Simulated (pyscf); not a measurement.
PySCF, gas phase, ωB97X-D3(BJ)/def2-SVP geometries.

For HO–Ga(F)–F + H• → [HO–Ga–F]• + HF, an atom transfer (doublet surface; F–Ga broken, F–H formed), PBE/def2-TZVP gives ΔE‡ = 0.35 eV and ΔE = -0.67 eV (zero: the separated reactants). In which direction and how far do r²SCAN/def2-TZVP, M06-2X/def2-TZVP, ωB97M-D3(BJ)/def2-TZVP move these?

r²SCAN: ΔE‡ = 0.50 eV, ΔE = -0.58 eV; M06-2X: ΔE‡ = 0.89 eV, ΔE = -0.51 eV; ωB97M-D3(BJ): ΔE‡ = 0.87 eV, ΔE = -0.61 eV. PBE's barrier lies under all of them, by 0.16 to 0.55 eV. Its reaction energy lies under all of them, by 0.06 to 0.16 eV. On the product side the descent ends in an adduct with a F–Ga contact, 0.43 eV under the separated species and 1.89 eV under the saddle at ωB97X-D3(BJ)/def2-TZVP. What is counted as broken (F–Ga) persists as a longer contact in the product adduct; parting that adduct is a step of its own. At ωB97X-D3(BJ)/def2-TZVP the barrier from the zero used here is 1.01 eV. One saddle was located; it need not be the lowest between these sides. The angle at the transferred F is 147°. Elements up to Kr have no core potential and no relativistic terms here.
